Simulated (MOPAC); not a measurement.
MOPAC input (MNDO):

```
MNDO 1SCF UHF MS=0.5 GEO-OK AUX(PRECISION=9) THREADS=1
C4H7

C     0.00321063 1    1.07723153 1    0.05140708 1
C    -0.00311261 1   -1.04434114 1   -0.04983750 1
C    -1.09975982 1    0.06552535 1   -0.00413319 1
C     1.10012885 1    0.05829224 1    0.01004195 1
H     0.00642986 1    2.15734776 1    0.10295182 1
H     0.00083048 1   -1.63620330 1   -0.96378666 1
H    -0.01083500 1   -1.72051080 1    0.80359931 1
H    -1.75911514 1    0.02859720 1    0.87116926 1
H    -1.74750663 1    0.11249291 1   -0.88758417 1
H     1.74789278 1    0.01706635 1    0.89376693 1
H     1.75950128 1    0.10096206 1   -0.86498650 1
```

From the last part of the output:

```
                                                       MOPAC v23.2.5 Linux

          FINAL HEAT OF FORMATION =         19.70331 KCAL/MOL =      82.43863 KJ/MOL

          COSMO AREA              =        102.41 SQUARE ANGSTROMS
          COSMO VOLUME            =         86.89 CUBIC ANGSTROMS

          IONIZATION POTENTIAL    =          9.364292 EV
          ALPHA SOMO LUMO (EV)    =         -9.364  3.738
          BETA  SOMO LUMO (EV)    =        -11.932  0.970
          NO. OF ALPHA ELECTRONS  =         12
          NO. OF BETA  ELECTRONS  =         11
          MOLECULAR WEIGHT        =         55.0993         POINT GROUP:  C2v

          MOLECULAR DIMENSIONS (Angstroms)

            Atom       Atom       Distance
            H     7    H     5     3.94068
            H     9    H    10     3.90434
            H     8    H    11     3.08253

          SCF CALCULATIONS        =          1

   ATOM   CHEMICAL          X               Y               Z
  NUMBER   SYMBOL      (ANGSTROMS)     (ANGSTROMS)     (ANGSTROMS)

     1       C          0.00321063  *   1.07723153  *   0.05140708  *
     2       C         -0.00311261  *  -1.04434114  *  -0.04983750  *
     3       C         -1.09975982  *   0.06552535  *  -0.00413319  *
     4       C          1.10012885  *   0.05829224  *   0.01004195  *
     5       H          0.00642986  *   2.15734776  *   0.10295182  *
     6       H          0.00083048  *  -1.63620330  *  -0.96378666  *
     7       H         -0.01083500  *  -1.72051080  *   0.80359931  *
     8       H         -1.75911514  *   0.02859720  *   0.87116926  *
     9       H         -1.74750663  *   0.11249291  *  -0.88758417  *
    10       H          1.74789278  *   0.01706635  *   0.89376693  *
    11       H          1.75950128  *   0.10096206  *  -0.86498650  *

                             CARTESIAN COORDINATES

   1    C        0.003210630     1.077231530     0.051407080
   2    C       -0.003112610    -1.044341140    -0.049837500
   3    C       -1.099759820     0.065525350    -0.004133190
   4    C        1.100128850     0.058292240     0.010041950
   5    H        0.006429860     2.157347760     0.102951820
   6    H        0.000830480    -1.636203300    -0.963786660
   7    H       -0.010835000    -1.720510800     0.803599310
   8    H       -1.759115140     0.028597200     0.871169260
   9    H       -1.747506630     0.112492910    -0.887584170
  10    H        1.747892780     0.017066350     0.893766930
  11    H        1.759501280     0.100962060    -0.864986500

           Empirical Formula: C4 H7  =    11 atoms

      MOLECULAR POINT GROUP   :   C2v

          ALPHA EIGENVALUES
 -41.38382 -27.86799 -26.95510 -20.34052 -16.35621 -16.12072 -13.72089 -13.24021
 -12.89685 -12.04515 -12.02840  -9.36429   3.73796   3.75406   3.79765   4.15517
   4.28292   4.58284   4.99731   5.09363   5.51613   5.64211   6.07392

           BETA EIGENVALUES
 -40.96596 -27.91395 -26.21349 -19.85367 -16.21053 -15.92078 -13.62455 -13.06078
 -12.72111 -11.96005 -11.93166   0.96992   3.72097   3.91980   3.97901   4.30850
   4.42725   5.09188   5.09895   5.34099   5.53273   5.76192   6.37401

              NET ATOMIC CHARGES AND DIPOLE CONTRIBUTIONS

  ATOM NO.   TYPE          CHARGE      No. of ELECS.   s-Pop       p-Pop
    1          C          -0.169080        4.1691     1.28147     2.88761
    2          C          -0.033813        4.0338     1.22983     2.80398
    3          C          -0.001588        4.0016     1.21538     2.78621
    4          C          -0.001588        4.0016     1.21538     2.78621
    5          H           0.087988        0.9120     0.91201
    6          H           0.017257        0.9827     0.98274
    7          H           0.017257        0.9827     0.98274
    8          H           0.020892        0.9791     0.97911
    9          H           0.020892        0.9791     0.97911
   10          H           0.020892        0.9791     0.97911
   11          H           0.020892        0.9791     0.97911
 DIPOLE           X         Y         Z       TOTAL
 POINT-CHG.    -0.000    -0.047    -0.002     0.047
 HYBRID         0.000     0.039     0.002     0.039
 SUM           -0.000    -0.008    -0.000     0.008

          ATOMIC ORBITAL ELECTRON POPULATIONS

     Atom    s        px        py        pz
    1  C   1.28147   0.95022   0.92090   1.01649
    2  C   1.22983   0.95303   0.91742   0.93353
    3  C   1.21538   0.91017   0.94150   0.93454
    4  C   1.21538   0.91027   0.94139   0.93455
    5  H   0.91201
    6  H   0.98274
    7  H   0.98274
    8  H   0.97911
    9  H   0.97911
   10  H   0.97911
   11  H   0.97911

                    (SZ)    =    0.500000
                    (S**2)  =    0.761942

          ATOMIC ORBITAL SPIN POPULATIONS

    Atom   Total    s     px     py     pz
         Atomic
    1  C  1.1087  0.060  0.058  0.051  0.939
    2  C  0.0169  0.002  0.007  0.006  0.002
    3  C -0.0943 -0.009 -0.025 -0.038 -0.021
    4  C -0.0943 -0.009 -0.025 -0.039 -0.021
    5  H -0.0521 -0.052
    6  H -0.0017 -0.002
    7  H -0.0017 -0.002
    8  H  0.0296  0.030
    9  H  0.0296  0.030
   10  H  0.0296  0.030
   11  H  0.0296  0.030

 **********************
 *                    *
 * JOB ENDED NORMALLY *
 *                    *
 **********************

 == MOPAC DONE ==
```
